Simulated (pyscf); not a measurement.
Thermochemistry of product channels of O=Zr(F)–F (SMILES [O]=[Zr]([F])[F]) + HCl (SMILES Cl) on the singlet surface, in kJ/mol, from ωB97M-D3(BJ)/def2-TZVP energies (ideal gas, 1 atm, RRHO with modes under 100 cm⁻¹ raised to 100, one conformer, R ln 2 for chiral ones without a mode under 150 cm⁻¹). Structures and frequencies: ωB97X-D3(BJ)/def2-SVP in PySCF.

```
products                                                   ΔE  ΔH(298 K)  ΔG(600 K)  ΔG(900 K)
-----------------------------------------------------  ------  ---------  ---------  ---------
O=Zr(F)–Cl (SMILES [O]=[Zr]([F])[Cl]) + HF (SMILES F)    +5.7      +11.1      +11.9      +12.0
HO–Zr(F)(F)–Cl (SMILES [OH][Zr]([F])([F])[Cl])         -340.0     -329.5     -248.5     -210.3
```

These are energies of the channels, which say nothing of barriers. Elements past Kr carry the def2 core potentials, without spin-orbit coupling.
